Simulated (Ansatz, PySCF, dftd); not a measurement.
Species: C$_{2}$H$_{3}$O$_{2}$, charge 0, doublet. C2H3O2 (SMILES [C](=O)OC, doublet).
B3LYP-D3(BJ)/def2-TZVP minimum from Ansatz (a program for electronic structure):
```
C
H 1 1.0848
H 1 1.0882 2 111.16
H 1 1.0882 2 111.16 3 123.21
O 1 1.4639 2 105.29 3 -118.39
C 5 1.3112 1 116.07 2 -180.00
O 6 1.1861 5 131.06 1 0.00
```
Charge 0, spin multiplicity 2.

Wanted: enthalpy of formation at 298 K (by atomisation, with ideal-gas terms from PySCF's Hessian at B3LYP-D3(BJ)/def2-TZVP and the atoms' measured values of the G2/97 table; no spin-orbit terms), in kcal/mol. Radicals and triplets start from unrestricted determinants; spin-orbit coupling is neglected. Correlated methods leave the cores frozen. Rows without X2C or -DK are non-relativistic. CBS(X,Y): correlation extrapolated as X^-3, Hartree-Fock from the larger set. A bracket is a step between two methods taken in the basis named. Functionals run without relativity, which enters their misses. Double hybrids freeze cores in their MP2 part. 'core' is core correlation in cc-pwCVTZ, 'X2C' scalar relativity in cc-pVTZ-DK, both at CCSD(T). For partners of very few electrons the exact lower level stands in for a higher one.

```csv
level,program,enthalpy of formation at 298 K (kcal/mol),difference against the last row
PBE-D4/def2-TZVPD,Ansatz + dftd4,-70.3,-30.5
PBE/def2-TZVPD,Ansatz,-68.2,-28.4
PBE0-D3(BJ)/def2-TZVPD,Ansatz + dftd3,-43.6,-3.8
B2PLYP-D3(BJ)/def2-TZVPD,Ansatz + dftd3,-34.8,5.0
"CCSD/CBS(cc-pVTZ,cc-pVQZ)",Ansatz,-20.0,19.8
"CCSD(T)/CBS(cc-pVTZ,cc-pVQZ)",Ansatz,-36.7,3.1
"CCSD(T)/CBS(cc-pVTZ,cc-pVQZ) + core + X2C",Ansatz,-38.6,1.2
CCSDT(Q)/cc-pVDZ,Ansatz,17.6,57.4
"CCSD(T)/CBS(cc-pVTZ,cc-pVQZ) + [CCSDT(Q) - CCSD(T)]/cc-pVDZ + core + X2C",Ansatz,-39.8,0.0
```
